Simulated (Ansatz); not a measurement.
**Molecular dynamics, step by step**

MgH3SO (SMILES [OH2+][S][MgH]) (charge +1), closed shell, PBE-D4/def2-SVPD (Ansatz 0.2.0). Settings (timestep in fs, temperature in K, friction in 1/fs; T counts 18 degrees of freedom, while the starting velocities carry no drift of the centre of mass, so T starts below the set value):

```yaml
hamiltonian: {xc: pbe, dispersion: d4}
md: {n_steps: 80, timestep: 0.75, temperature: 1000, ensemble: nvt_langevin, seed: 170, friction: 0.05, initial_velocities: maxwell_boltzmann}
```

Start (the SMILES describes the start alone):

```xyz
6
angstrom
O -1.0459 0.1341 -1.2040
S 0.6171 -0.2254 -0.3886
Mg 1.0131 0.3703 1.8901
H -1.4295 -0.7325 -1.4544
H -0.8768 0.6632 -2.0123
H 1.7219 -0.2098 3.1692
```

| step | time (fs) | potential energy less the start (meV) | kinetic energy (meV) | T (K) |
| --- | --- | --- | --- | --- |
| 0 | 0.00 | 0.0 | 646.3 | 833 |
| 5 | 3.75 | 26.1 | 935.8 | 1207 |
| 10 | 7.50 | 206.5 | 727.5 | 938 |
| 15 | 11.25 | 199.4 | 745.0 | 961 |
| 20 | 15.00 | 206.4 | 589.4 | 760 |
| 25 | 18.75 | 577.5 | 461.3 | 595 |
| 30 | 22.50 | 342.6 | 852.8 | 1100 |
| 35 | 26.25 | 344.5 | 802.9 | 1035 |
| 40 | 30.00 | 476.8 | 550.2 | 709 |
| 45 | 33.75 | 317.2 | 673.8 | 869 |
| 50 | 37.50 | -64.2 | 864.1 | 1114 |
| 55 | 41.25 | 14.0 | 739.5 | 953 |
| 60 | 45.00 | -2.6 | 647.6 | 835 |
| 65 | 48.75 | 151.3 | 486.6 | 627 |
| 70 | 52.50 | 291.3 | 755.8 | 974 |
| 75 | 56.25 | 250.7 | 750.7 | 968 |
| 80 | 60.00 | 136.8 | 936.3 | 1207 |

Step 35, positions (Å) and forces (eV/Å):

| atom | x | y | z | Fx | Fy | Fz |
| --- | --- | --- | --- | --- | --- | --- |
| O1 | -1.120 | 0.062 | -1.352 | 0.537 | 1.492 | -1.252 |
| S2 | 0.589 | -0.265 | -0.415 | -0.390 | -0.205 | -1.129 |
| Mg3 | 0.912 | 0.373 | 1.930 | -0.006 | -0.178 | 1.410 |
| H4 | -1.799 | -0.576 | -1.135 | -0.675 | -0.960 | 0.335 |
| H5 | -1.203 | 0.301 | -2.355 | 0.772 | -0.464 | 1.888 |
| H6 | 1.330 | 0.025 | 3.762 | -0.237 | 0.315 | -1.252 |

Step 40, positions (Å) and forces (eV/Å):

```csv
atom,x,y,z,Fx,Fy,Fz
O1,-1.133,0.040,-1.347,-0.720,-0.148,1.091
S2,0.561,-0.257,-0.444,-0.190,-0.215,-0.898
Mg3,0.888,0.378,1.920,-0.022,-0.103,1.669
H4,-1.863,-0.575,-1.052,0.698,0.375,-0.372
H5,-1.196,0.247,-2.308,0.458,-0.131,0.110
H6,1.230,0.167,3.948,-0.225,0.221,-1.600
```

Step 75, positions (Å) and forces (eV/Å):

```tsv
atom	x	y	z	Fx	Fy	Fz
O1	-1.218	-0.090	-1.252	-0.107	2.363	-0.864
S2	0.438	-0.278	-0.621	1.987	0.086	1.077
Mg3	0.731	0.543	1.909	-0.236	-0.429	0.983
H4	-1.492	-0.994	-1.279	-1.137	-1.977	-0.367
H5	-1.076	0.256	-2.186	-0.482	-0.300	0.666
H6	0.809	0.338	3.831	-0.024	0.258	-1.495
```

Last step (80):

O1  (-1.252, -0.135, -1.291)
S2  (0.422, -0.290, -0.628)
Mg3  (0.710, 0.581, 1.903)
H4  (-1.595, -1.108, -1.358)
H5  (-1.134, 0.374, -2.088)
H6  (0.787, 0.375, 3.721)
(Å)

The run took about 97 s on 2 CPU threads of an Arm Neoverse V2 (shared host).
